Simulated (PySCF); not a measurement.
Simulated O 1s region for `C1OC(=O)OC1` (ethylene carbonate), binding energy against the vacuum level.

Every computed line was given a Gaussian of 0.4 eV full width at half maximum and an area set by the number of equivalent atoms; the highest printed point is 100. Level of theory: PySCF, delta-SCF UKS SCAN, pcX-2 on the ionised atom, pcseg-1 elsewhere, spin-free X2C.

(binding energy (eV), intensity): (537.5, 0), (537.6, 2), (537.7, 7), (537.8, 19), (537.9, 36), (538.0, 49), (538.1, 47), (538.2, 32), (538.3, 15), (538.4, 5), (538.5, 1), (538.6, 0), (538.7, 0), (538.8, 0), (538.9, 0), (539.0, 0), (539.1, 0), (539.2, 0), (539.3, 0), (539.4, 0), (539.5, 0), (539.6, 1), (539.7, 5), (539.8, 18), (539.9, 46), (540.0, 81), (540.1, 100), (540.2, 88), (540.3, 55), (540.4, 24), (540.5, 7), (540.6, 2), (540.7, 0)

Task: Count the maxima, the lines and the sites behind this envelope.

Result: The curve has 2 maxima (at 538.0 and 540.1 eV). Under it lie 2 lines from 2 inequivalent oxygen sites.

Task: Decompose the envelope and assign each component. Numbering: `[O:1]=[C:2]1[O:3][CH2:4][CH2:5][O:6]1`.

Result: 
| position (eV) | relative area | line | atoms | environment |
| --- | --- | --- | --- | --- |
| 538.04 | 1 | O 1s | O1 | carbonate carbonyl oxygen |
| 540.11 | 2 | O 1s | O3/O6 | oxygen singly bound to a carbonyl carbon |

Lowest listed O 1s: O1, bonded to C (double bond). Highest, 2.07 eV above it: O3/O6, bonded to 2 C.

No satellites, vibrations or lifetime broadening are included. Atoms equivalent by their bonding share one computed value, that of the first of them. Isolated species at its PBE0-D3(BJ)/def2-SVP geometry (one conformer only).
